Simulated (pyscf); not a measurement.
7 gas-phase steps of one pattern: four-centre exchange on the singlet surface, Cl–H + H–Si or F–H + H–Si broken and Cl–Si + H–H or F–Si + H–H formed. Single points on ωB97X-D3(BJ)/def2-SVP structures (PySCF, gas phase). Electronic energies in kcal/mol, from the separated reactants; ΔE‡ at ωB97M-D3(BJ)/def2-TZVP, beside the barrier at r²SCAN/def2-TZVP on the same structures. Rows were drawn at random from the steps of this pattern with a verified saddle, stable references and no exit in the data more than 5 kcal/mol lower.

```json
[
 {"row": "1", "step": "H₂N–SiH₂–NH₂ (SMILES N[SiH2]N) + HF (SMILES F) → H₂N–SiH(NH₂)–F (SMILES N[SiH](N)F) + H₂ (SMILES [H][H])", "ΔE‡(r²SCAN)": "20.3", "ΔE‡": "24.3"},
 {"row": "2", "step": "HO–SiH(OH)–OH (SMILES O[SiH](O)O) + HF (SMILES F) -> HO–Si(OH)(OH)–F (SMILES O[Si](O)(O)F) + H₂ (SMILES [H][H])", "ΔE‡(r²SCAN)": "18.8", "ΔE‡": "?"},
 {"row": "3", "step": "HO–SiH(OH)–F (SMILES O[SiH](O)F) + HF (SMILES F) → HO–Si(OH)(F)–F (SMILES O[Si](O)(F)F) + H₂ (SMILES [H][H])", "ΔE‡(r²SCAN)": "19.3", "ΔE‡": "24.5"},
 {"row": "4", "step": "H₃Si–SH (SMILES [SiH3]S) + HF (SMILES F) → F–SiH₂–SH (SMILES F[SiH2]S) + H₂ (SMILES [H][H])", "ΔE‡(r²SCAN)": "23.0", "ΔE‡": "27.4"},
 {"row": "5", "step": "F–SiH₂–O–SiH₃ (SMILES F[SiH2]O[SiH3]) + HCl (SMILES Cl) -> F–SiH(Cl)–O–SiH₃ (SMILES F[SiH](Cl)O[SiH3]) + H₂ (SMILES [H][H])", "ΔE‡(r²SCAN)": "24.6", "ΔE‡": "29.6"},
 {"row": "6", "step": "H₃Si–Cl (SMILES [SiH3]Cl) + HCl (SMILES Cl) -> Cl–SiH₂–Cl (SMILES Cl[SiH2]Cl) + H₂ (SMILES [H][H])", "ΔE‡(r²SCAN)": "27.6", "ΔE‡": "32.7"},
 {"row": "7", "step": "Cl–SiH(Cl)–Cl (SMILES Cl[SiH](Cl)Cl) + HCl (SMILES Cl) → Cl–Si(Cl)(Cl)–Cl (SMILES Cl[Si](Cl)(Cl)Cl) + H₂ (SMILES [H][H])", "ΔE‡(r²SCAN)": "38.0", "ΔE‡": "43.5"}
]
```

Q: Fit ΔE‡ = a + b·ΔE‡(r²SCAN) to the other rows and predict row 2.

A: Over the 6 complete rows the means are +25.5 (ΔE‡(r²SCAN)) and 30.3 (ΔE‡); least squares gives b = 1.05 and a = 3.6 kcal/mol, with residuals of 0.4 kcal/mol (root mean square; largest 0.6, row 3). For row 2: 3.6 + 1.05 × (+18.8) = 23.3 kcal/mol, an extrapolation. The computed barrier is 23.8 kcal/mol, 0.5 over the line. The line follows the complete rows closely. Each barrier is that of the saddle found.
